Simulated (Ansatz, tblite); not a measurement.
# SbSbSbSb tetrahedron (Sb₄): one state, many levels

The task here is to estimate one member of a computed series from the others.

Program: Ansatz 0.2.0, Gaussian basis. Level of theory: as each input shows. These are calculated values, not measurements.

Plan: GFN1-xTB, GFN2-xTB, PBE-D4/def2-TZVP, r2SCAN-D4/def2-TZVP, B2PLYP/def2-TZVP, B97M-V/def2-TZVP, BHLYP-D4/def2-TZVP, LDA/def2-TZVP, HSE06-D4/def2-TZVP, LC-ωPBE/def2-TZVP, r2SCAN0-D4/def2-TZVP, PBE+5HF/def2-TZVP, PBE+10HF/def2-TZVP, PBE+15HF/def2-TZVP, PBE+35HF/def2-TZVP, PBE+50HF/def2-TZVP, PBE-D4/def2-SVP, PBE0-D4/def2-SVP, CCSD(T)/def2-SVP, MP2/def2-TZVP, RPA/def2-TZVP.

5 further runs of the same task are left out: 1 that didn't finish, 4 set aside as unsound or not needed. Runs told in other sessions of the task aren't counted.

## The geometry

The geometry is that of the singlet, from an earlier relaxation (r2SCAN-D4/def2-SVP).

4 atoms, charge 0, spin multiplicity 1.

Bond lengths: Sb1–Sb2 2.841 Å, Sb1–Sb3 2.841 Å, Sb1–Sb4 2.841 Å, Sb2–Sb3 2.841 Å, Sb2–Sb4 2.841 Å, Sb3–Sb4 2.841 Å. Angles: Sb2–Sb1–Sb3 60.0°, Sb2–Sb1–Sb4 60.0°, Sb3–Sb1–Sb4 60.0°, Sb1–Sb2–Sb3 60.0°, Sb1–Sb2–Sb4 60.0°, Sb3–Sb2–Sb4 60.0°, Sb1–Sb3–Sb2 60.0°, Sb1–Sb3–Sb4 60.0°, Sb2–Sb3–Sb4 60.0°, Sb1–Sb4–Sb2 60.0°, Sb1–Sb4–Sb3 60.0°, Sb2–Sb4–Sb3 60.0°.

Sb takes a core potential in the def2 sets. No spin-orbit coupling is included.

PBE0-D4/def2-TZVP was run before; its log isn't repeated, and its numbers join the tables.

The first run:

Tight binding, by tblite at 300 K electronic temperature and without a spin-polarisation term:

```python
tblite.interface.Calculator('GFN1-xTB', numbers, positions, charge=0, uhf=0).singlepoint()
```

Tight binding, by tblite at 300 K electronic temperature and without a spin-polarisation term:

```python
tblite.interface.Calculator('GFN2-xTB', numbers, positions, charge=0, uhf=0).singlepoint()
```

start.molden holds the orbitals of an earlier run on this state, given as this run's starting guess.

in.yaml reads:

```yaml
crystal:
  periodic: [false, false, false]
  atoms:
    - {symbol: Sb, position_ang: [-1.472130, 0.601694, -0.705962]}
    - {symbol: Sb, position_ang: [-0.383826, -1.097101, 1.294847]}
    - {symbol: Sb, position_ang: [0.930259, 1.331305, 0.624351]}
    - {symbol: Sb, position_ang: [0.925687, -0.835899, -1.213236]}
basis:
  gaussian: {orbitals: def2-TZVP, initial_orbitals: start.molden}
hamiltonian: {xc: pbe, dispersion: d4}
scf: {omitted_lower_state_checks: [starts]}
output: {orbitals: {seedname: orbitals}}
```

On the command line:

```sh
$ ansatz run in.yaml --threads 4 --pin off --events-out ev --progress --plain --max-ram 3916MiB
```

Steps of the session up to this table: PBE-D4/def2-TZVP; r2SCAN-D4/def2-TZVP; B2PLYP/def2-TZVP; B97M-V/def2-TZVP; BHLYP-D4/def2-TZVP; LDA/def2-TZVP; HSE06-D4/def2-TZVP; LC-ωPBE/def2-TZVP; r2SCAN0-D4/def2-TZVP; PBE+5HF/def2-TZVP; PBE+10HF/def2-TZVP; PBE+15HF/def2-TZVP; PBE+35HF/def2-TZVP; PBE+50HF/def2-TZVP; PBE-D4/def2-SVP; PBE0-D4/def2-SVP; CCSD(T)/def2-SVP; MP2/def2-TZVP; RPA/def2-TZVP.

One table of the session follows, with a row left open; its other results are not shown here.

It belongs to the step «Levels side by side». 

```
               level  HOMO (eV)  LUMO (eV)  gap (eV)
       LDA/def2-TZVP      -5.60      -2.31      3.29
     PBE-D4/def2-SVP      -5.39      -2.03      3.36
    PBE-D4/def2-TZVP      -5.41      -2.10      3.31
 r2SCAN-D4/def2-TZVP      -5.65      -2.04      3.60
    B97M-V/def2-TZVP      -5.45      -1.84      3.62
    PBE0-D4/def2-SVP      -6.25      -1.46      4.79
   PBE0-D4/def2-TZVP      -6.23      -1.50      4.73
r2SCAN0-D4/def2-TZVP      -6.39      -1.49      4.90
  HSE06-D4/def2-TZVP      -5.87      -1.86      4.01
  BHLYP-D4/def2-TZVP      -6.85      -0.78      6.06
   LC-ωPBE/def2-TZVP      -8.32       0.23      8.55
   PBE+5HF/def2-TZVP      -5.57      -1.98      3.60
  PBE+10HF/def2-TZVP      -5.74      -1.86      3.88
  PBE+15HF/def2-TZVP      -5.90      -1.74      4.16
  PBE+35HF/def2-TZVP      -6.57      -1.27      5.30
  PBE+50HF/def2-TZVP          ?          ?         ?
```

Estimate the missing values for PBE+50HF/def2-TZVP.

As computed: HOMO (eV): -7.07; LUMO (eV): -0.91; gap (eV): 6.17. In the column «HOMO (eV)» it lies between LC-ωPBE/def2-TZVP (-8.32) and BHLYP-D4/def2-TZVP (-6.85).
